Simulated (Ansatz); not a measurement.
Cost and result up the ladder for Si₂B (3 atoms). The state is a doublet with charge 0. Geometry: PBE0-D4/def2-TZVP.

```csv
atom,x (Å),y (Å),z (Å)
B1,-0.7201,0.4239,0.4229
Si2,0.1163,0.3797,-1.2194
Si3,0.6038,-0.8036,0.7965
```

Ansatz on 4 threads of Arm Neoverse V1 on a shared host. Times are rough, and most runs start from the orbitals of an earlier one. ωB97M-V/def2-TZVP serves as the yardstick here, not as an exact answer. Differences are given only for rows in sets of like size (and for xTB, whose basis is part of the method), since another set adds its own error. Binding counts from free atoms at the same level (B doublet, Si triplet; other spins of the atoms weren't run), without zero-point energy or a counterpoise term.

HSE06 is defined as in plane-wave codes, on full-range PBE exchange. Correlated methods freeze 11 core orbitals. The structure comes from a short search, and lower isomers may exist.

Run but left out: HF/STO-3G, MP2/def2-TZVP, CCSD(T)/def2-TZVPD, CCSD(T)/def2-TZVPP (⟨S²⟩ 1.47 to 1.64, where a pure state has 0.75).

Correlated methods converge slowly with the basis.

```csv
level,functions,binding energy per atom (eV),difference from ωB97M-V/def2-TZVP (eV),remarks
r2SCAN-D4/def2-TZVPD,123,2.82,0.15,spin-contaminated (⟨S²⟩ 0.86)
PBE0-D4/def2-TZVP,105,2.77,0.10,–
PBE0-D4/def2-SVP,50,2.76,–,–
HSE06-D4/def2-TZVP,105,2.78,0.10,–
PBE0-D4/def2-TZVPD,123,2.77,0.10,–
r2SCANh-D4/def2-TZVP,105,2.77,0.09,spin-contaminated (⟨S²⟩ 0.90)
PBE-D4/def2-TZVP,105,2.94,0.26,–
RPA@PBE/def2-TZVP,105,2.36,-0.32,–
CAM-B3LYP-D4/def2-TZVP,105,2.56,-0.11,–
r2SCAN-D4/def2-TZVP (with forces),105,2.82,0.15,spin-contaminated (⟨S²⟩ 0.86)
PBE-D4/def2-SVP,50,2.94,–,–
PBE-D4/def2-TZVPD,123,2.94,0.26,–
B97M-V/def2-TZVP,105,2.88,0.20,–
ωB97M-V/def2-TZVP,105,2.68,0.00,–
```

(1) Estimate how long each takes.

Results:

(1) PBE-D4/def2-SVP 0.45 s; PBE0-D4/def2-SVP 0.55 s; PBE-D4/def2-TZVP 0.85 s; RPA@PBE/def2-TZVP 1.2 s; PBE-D4/def2-TZVPD 1.3 s; HSE06-D4/def2-TZVP 1.5 s; CAM-B3LYP-D4/def2-TZVP 2.4 s; PBE0-D4/def2-TZVPD 2.7 s; B97M-V/def2-TZVP 2.9 s; PBE0-D4/def2-TZVP 2.9 s; ωB97M-V/def2-TZVP 3.4 s; r2SCAN-D4/def2-TZVP (with forces) 4.4 s; r2SCANh-D4/def2-TZVP 4.6 s; r2SCAN-D4/def2-TZVPD 5.5 s. On shared hardware such times vary by a factor of up to 3.
